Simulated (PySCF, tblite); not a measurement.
**C4H5O radical: geometry, infrared bands and EPR parameters**

Aim: predict the infrared bands and EPR parameters of C4H5O radical (`[O][C@H]1C=CC1`).

Computed with tblite 0.8.0 and PySCF 2.14.0, with density-fitted response routines of our own, on a single molecule in the gas phase. Atoms are numbered from 0 throughout.

## (1) The molecule as given

10 atoms, charge 0, multiplicity 2; geometry from: force field or distance geometry start.

Bonds of the start (Å): O0–C1 1.41, C1–C2 1.52, C2–C3 1.33, C3–C4 1.53, C4–C1 1.56, C1–H5 1.09, C2–H6 1.09, C3–H7 1.09, C4–H8 1.10, C4–H9 1.10.

## (2) Geometry optimisation with GFN2-xTB

The job: settings as JSON, then the geometry in Å.

```
{"job": {"kind": "relax", "xc": "GFN2-xTB", "basis": "xTB"}, "charge": 0, "multiplicity": 2}
O     -1.816800     0.852000     0.633400
C     -0.821100     0.431300    -0.269100
C      0.573300     0.993300    -0.019600
C      1.145100    -0.204900     0.097600
C     -0.190900    -0.939800     0.133800
H     -1.179900     0.476700    -1.296600
H      0.927100     2.021600    -0.045000
H      2.169300    -0.539700     0.271600
H     -0.315300    -1.722900    -0.630300
H     -0.481900    -1.362900     1.101600
```

Run with:

```console
OMP_NUM_THREADS=1 python probes_run.py task.json out
```

This one command runs all jobs of the session in turn.

The program printed:

```text
step      E/eV     max force
  0    -408.51356    4.309
  1    -408.82459    1.101
  2    -408.85874    0.845
  3    -408.87702    0.516
  4    -408.89208    0.434
  5    -408.89959    0.329
  6    -408.90834    0.268
  7    -408.91201    0.173
  8    -408.91736    0.228
  9    -408.92109    0.165
 10    -408.92344    0.156
 11    -408.92479    0.120
 12    -408.92593    0.106
 13    -408.92669    0.073
 14    -408.92700    0.047
 15    -408.92716    0.039
 16    -408.92736    0.055
 17    -408.92769    0.071
 18    -408.92810    0.067
 19    -408.92848    0.066
 20    -408.92880    0.052
 21    -408.92909    0.054
 22    -408.92932    0.051
 23    -408.92944    0.032
 24    -408.92950    0.021
 25    -408.92954    0.019
 26    -408.92960    0.022
 27    -408.92965    0.025
 28    -408.92969    0.017
 29    -408.92971    0.013
 30    -408.92972    0.009
```

Run time: 0.2 s. Hardware: 1 thread of AMD EPYC, shared host.

Step by step:

```csv
step,energy from step 0 (eV),largest force (eV/Å)
0,0.0000,4.3090
1,-0.3110,1.1006
2,-0.3452,0.8450
3,-0.3635,0.5155
4,-0.3785,0.4335
5,-0.3860,0.3292
6,-0.3948,0.2684
7,-0.3985,0.1734
8,-0.4038,0.2278
9,-0.4075,0.1653
10,-0.4099,0.1565
11,-0.4112,0.1199
12,-0.4124,0.1056
13,-0.4131,0.0728
14,-0.4134,0.0467
15,-0.4136,0.0393
16,-0.4138,0.0547
17,-0.4141,0.0712
18,-0.4145,0.0668
19,-0.4149,0.0661
20,-0.4152,0.0522
21,-0.4155,0.0537
22,-0.4158,0.0513
23,-0.4159,0.0322
24,-0.4159,0.0210
25,-0.4160,0.0194
26,-0.4160,0.0224
27,-0.4161,0.0248
28,-0.4161,0.0170
29,-0.4162,0.0135
30,-0.4162,0.0090
```

Close pairs (by a distance rule), those that changed most:

```csv
bond,before (Å),after (Å),change (Å)
O0–C1,1.408,1.280,-0.128
C1–C2,1.524,1.598,+0.074
C1–H5,1.089,1.114,+0.025
C3–C4,1.525,1.503,-0.022
C2–H6,1.088,1.071,-0.017
C2–C3,1.333,1.316,-0.016
C3–H7,1.091,1.075,-0.016
C4–H8,1.101,1.089,-0.012
```

The next job starts from the end point, and lists it.

## (3) Harmonic vibrations with GFN2-xTB

The job: settings as JSON, then the geometry in Å.

```
{"job": {"kind": "ir", "xc": "GFN2-xTB", "basis": "xTB"}, "charge": 0, "multiplicity": 2}
O     -1.741347     0.907827     0.629173
C     -0.891382     0.393901    -0.178293
C      0.588216     0.988171    -0.067136
C      1.109581    -0.199471     0.158360
C     -0.181114    -0.969024     0.119240
H     -1.136844     0.522208    -1.257162
H      0.875872     2.017675    -0.130053
H      2.116377    -0.548237     0.304082
H     -0.249867    -1.712053    -0.673627
H     -0.480609    -1.396344     1.072889
```

The program printed:

```text
mode    cm-1     km/mol
  1     201.4      4.23
  2     296.5     24.71
  3     440.8      7.05
  4     529.6     20.89
  5     728.6      9.00
  6     745.0     22.87
  7     760.7     17.74
  8     851.8      9.78
  9     926.4     10.40
 10     984.8      4.05
 11    1005.3     17.51
 12    1037.0      2.63
 13    1042.6      1.94
 14    1156.7      6.37
 15    1180.9     11.12
 16    1253.6      2.75
 17    1356.1     64.25
 18    1411.1      9.39
 19    1666.4     24.73
 20    2646.8     48.89
 21    2992.0     19.18
 22    3027.1      8.99
 23    3102.1      6.17
 24    3154.2      3.85
```

Run time: 0.42 s. Hardware: 1 thread of AMD EPYC, shared host.

Which atoms move in the most intense modes:

```csv
cm⁻¹,km/mol,atoms
296,24.7,"C2 27 %, H6 18 %, C3 13 %, H7 12 %"
530,20.9,"C3 26 %, C2 18 %, C1 13 %, O0 13 %"
745,22.9,"C1 23 %, H6 21 %, H7 20 %, C2 19 %"
761,17.7,"H6 44 %, C2 27 %, C1 19 %"
1356,64.2,"C1 56 %, O0 34 %"
1666,24.7,"C3 48 %, C2 44 %"
2647,48.9,H5 94 %
2992,19.2,H8 93 %
```

## (4) EPR parameters: B3LYP/pcH-1

Same as in step 3 but for these lines:

```diff
@@ -1,2 +1,2 @@
-{"job": {"kind": "ir", "xc": "GFN2-xTB", "basis": "xTB"}, "charge": 0, "multiplicity": 2}
+{"job": {"kind": "epr", "basis": "pcH-1"}, "charge": 0, "multiplicity": 2}
 O     -1.741347     0.907827     0.629173
```

With the program's defaults for keys left out, this is: UKS B3LYP, pcH-1 on C H O, non-relativistic, mean-field spin-orbit, GIAO.

The program printed:

```text
UKS, coarse grid
  cycle   1  E = -230.38269723  |g| = 5.68e-01
  cycle   2  E = -229.82555731  |g| = 1.29e+00
  cycle   3  E = -230.52594927  |g| = 1.15e-01
  cycle   4  E = -230.52893455  |g| = 1.10e-01
  cycle   5  E = -230.53443637  |g| = 2.99e-02
  cycle   6  E = -230.53484927  |g| = 1.31e-02
  cycle   7  E = -230.53492641  |g| = 6.79e-03
  cycle   8  E = -230.53495159  |g| = 1.30e-03
  cycle   9  E = -230.53495408  |g| = 6.58e-04
UKS, final grid
  cycle   1  E = -230.53496245  |g| = 7.03e-04
  cycle   2  E = -230.53496348  |g| = 9.70e-04
  cycle   3  E = -230.53496420  |g| = 3.71e-04
  cycle   4  E = -230.53496494  |g| = 3.56e-04
  cycle   5  E = -230.53496827  |g| = 1.46e-04
  cycle   6  E = -230.53496848  |g| = 1.16e-04
  cycle   7  E = -230.53496855  |g| = 6.02e-05
  cycle   8  E = -230.53496857  |g| = 2.97e-05
  cycle   9  E = -230.53496857  |g| = 1.30e-05
E = -230.53496857 Eh   <S^2> = 0.7561 (exact 0.7500)
g shifts (ppm)      1          2          3
  rmc          -277       -277       -277
  gc             -8         27         53
  oz_so           5       4986      36014
  total        -280       4736      35790
hyperfine (MHz)  atom isotope    a_iso     a_fc   dipolar eigenvalues
    0   17O     -45.51     -45.51   -229.71    114.01    115.70
    1   13C     -48.41     -48.41     -8.14      2.91      5.23
    2   13C     140.54     140.54    -24.31    -18.15     42.46
    3   13C       1.44       1.44     -5.55      0.25      5.30
    4   13C      13.74      13.74     -3.12     -2.25      5.36
    5    1H     152.02     152.02     -6.47     -3.96     10.43
    6    1H       7.41       7.41    -10.06     -2.53     12.59
    7    1H      33.08      33.08     -2.26     -0.88      3.14
    8    1H      18.07      18.07     -2.60     -1.42      4.03
    9    1H      -4.66      -4.66     -3.59     -2.02      5.61
```

Run time: 36 s. Hardware: 1 thread of AMD EPYC, shared host; peak memory 0.63 GiB.

Principal g values 2.00204, 2.00706, 2.03811; g(iso) = 2.01573, against 2.00232 for a free electron. They are not to be trusted: the run shows a large g shift, which the driver flags as unsure.

Hyperfine couplings, nucleus by nucleus at this fixed geometry (no averaging over rotations):

```csv
nuclei,isotope,a(iso) (MHz),"a(iso) (G, at g = 2.0023)",largest dipolar term (MHz)
H5,1H,152.0,54.2,10.4
C2,13C,140.5,50.1,42.5
C1,13C,-48.4,-17.3,-8.1
O0,17O,-45.5,-16.2,-229.7
H7,1H,33.1,11.8,3.1
H8,1H,18.1,6.4,4.0
C4,13C,13.7,4.9,5.4
H6,1H,7.4,2.6,12.6
H9,1H,-4.7,-1.7,5.6
C3,13C,1.4,0.5,-5.5
```

Mulliken spin populations:

```csv
atom,value (e)
O0,0.76
C1,-0.07
C2,0.23
C3,-0.03
C4,0.03
H5,0.07
H6,0.00
H7,0.01
H8,0.01
H9,0.00
```

The fields below are evaluated on a grid from the run's orbitals.

ELF in a plane through or near 6 of the atoms.

Ten even steps from '0' (0.00) to '9' (1.00):
```
0000000000000000000000000000
0000000000000000000000000000
0000000000000000000000000000
0000000000000002578410000000
0000014663100027999972000000
0000279998510148999984000000
0000599999844558999972000000
0000489999837814488510000000
0000024676152742674000000000
0000000127887337985100000000
0000000026876663313211100000
0000000135253693614323210000
0000000136654676444333210000
0000000124443322211111100000
0000000001111000000000000000
0000000000000000000000000000
0000000000000000000000000000
0000000000000000000000000000
0000000000000000000000000000
0000000000000000000000000000
```
The map spans 8.6 Å across and 9.0 Å up, centred on the molecule. Atoms in the plane (x, y in Å): C1 (0.9, -0.5), C2 (0.5, 1.1), C3 (-0.8, 0.8), C4 (-0.7, -0.7), H6 (1.1, 1.9), H7 (-1.7, 1.4).

log10 of the density (e/Å³) in the same plane.

Values, 10 rows by 14 columns:
```
-4.0 -4.0 -4.0 -4.0 -4.0 -4.0 -4.0 -4.0 -4.0 -4.0 -4.0 -4.0 -4.0 -4.0
-4.0 -4.0 -4.0 -3.9 -3.6 -3.6 -3.5 -3.0 -2.9 -2.9 -3.4 -4.0 -4.0 -4.0
-4.0 -4.0 -3.0 -2.2 -1.8 -1.8 -1.9 -1.4 -1.0 -1.0 -1.9 -2.9 -3.9 -4.0
-4.0 -3.5 -2.1 -1.1 -0.2 -0.3 -0.4 -0.1  0.2  0.0 -1.4 -2.5 -3.6 -4.0
-4.0 -3.6 -2.3 -1.3 -0.4  0.6  0.4  0.3  0.2 -0.5 -1.6 -2.4 -3.4 -4.0
-4.0 -4.0 -2.7 -1.8 -0.9  0.1  0.2  0.1  0.8  0.0 -0.9 -1.6 -2.5 -4.0
-4.0 -4.0 -2.7 -1.8 -0.9  0.0  0.0 -0.3 -0.3 -0.3 -0.8 -1.5 -2.4 -4.0
-4.0 -4.0 -3.2 -2.4 -1.8 -1.3 -1.3 -1.7 -1.7 -1.7 -1.9 -2.4 -3.4 -4.0
-4.0 -4.0 -4.0 -3.5 -3.0 -2.7 -2.8 -3.0 -3.2 -3.2 -3.5 -4.0 -4.0 -4.0
-4.0 -4.0 -4.0 -4.0 -4.0 -4.0 -4.0 -4.0 -4.0 -4.0 -4.0 -4.0 -4.0 -4.0
```
The map spans 8.6 Å across and 9.0 Å up, centred on the molecule. Atoms in the plane (x, y in Å): C1 (0.9, -0.5), C2 (0.5, 1.1), C3 (-0.8, 0.8), C4 (-0.7, -0.7), H6 (1.1, 1.9), H7 (-1.7, 1.4).

On the surface of density 0.002 e/bohr³ the electrostatic potential runs, from the 1st to the 99th percentile, from -1.52 V near O0 to 1.17 V near H6.

The spin density lies nearest to O0 64 %; C2 17 %.

## (5) Outcome

| quantity | value |
| --- | --- |
| strongest single infrared mode (GFN2-xTB) | 1356 cm⁻¹, 64 km/mol |
| zero-point energy (GFN2-xTB) | 46.5 kcal/mol |
| g(iso) (B3LYP) | 2.01573 |
| ⟨S²⟩ | 0.756 (exact 0.75) |
| largest a(iso) | 1H on H5, 152.0 MHz |
| surface potential, 1st and 99th percentile | -1.52 V and 1.17 V |
| property runs in this session | 1, of which 0 failed and 1 gave unsound results |

The optimisation took 30 steps and gained 0.416 eV; among the close pairs (by a distance rule), O0–C1 changed most, from 1.408 to 1.280 Å. All 24 modes are real, so the xTB geometry is a minimum. The strongest single mode, at 1356 cm⁻¹, moves mainly C1 and O0. GFN2-xTB is a fitted tight-binding method: band positions and strengths are rough. Its intensities can rank the bands wrongly. O0 carries the largest spin population, 0.76 e. The isotropic g lies 13.4 ppt above the free-electron value. These values are not to be trusted: the run shows a large g shift, which the driver flags as unsure.
